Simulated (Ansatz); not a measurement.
```yaml
crystal:
  periodic: [false, false, false]
  atoms:
    - {symbol: C, position_ang: [-0.927204, 1.003310, 0.520684]}
    - {symbol: C, position_ang: [0.307406, 0.635984, -0.282747]}
    - {symbol: C, position_ang: [0.696993, -0.807981, -0.115969]}
    - {symbol: O, position_ang: [-0.281773, -1.612231, -0.654134]}
    - {symbol: Xx, position_ang: [1.896394, -1.035249, -0.779870]}
    - {symbol: H, position_ang: [-1.174299, 2.058245, 0.389859]}
    - {symbol: H, position_ang: [-0.771645, 0.830797, 1.589511]}
    - {symbol: H, position_ang: [-1.787685, 0.410760, 0.206559]}
    - {symbol: H, position_ang: [0.145499, 0.808280, -1.350767]}
    - {symbol: H, position_ang: [1.163877, 1.243686, 0.019886]}
    - {symbol: H, position_ang: [0.895568, -1.061043, 0.935336]}
    - {symbol: H, position_ang: [-0.086131, -2.529758, -0.444348]}
basis:
  gaussian: {orbitals: aug-pcseg-2, final_grid: {core_spheres: 20, valence_spheres: 16, degree: 47}}
hamiltonian: {xc: {name: PBE}}
output: {forces: true}
```

```sh
$ ansatz run in.yaml --threads 4 --pin off --events-out ev --progress --plain --max-ram 10444MiB
```

It prints (some lines left out):

```
Error: YAML parse error: error: line 8 column 16: `Xx` is not an element symbol (H … Og, case-exact)
 6 |     - {symbol: C, position_ang: [0.696993, -0.807981, -0.115969]}
 7 |     - {symbol: O, position_ang: [-0.281773, -1.612231, -0.654134]}
 8 |     - {symbol: Xx, position_ang: [1.896394, -1.035249, -0.779870]}
 9 |     - {symbol: H, position_ang: [-1.174299, 2.058245, 0.389859]}
10 |     - {symbol: H, position_ang: [-0.771645, 0.830797, 1.589511]}
```

Question: What is wrong with this run?

Answer: An element symbol is wrong. The program refused the input.
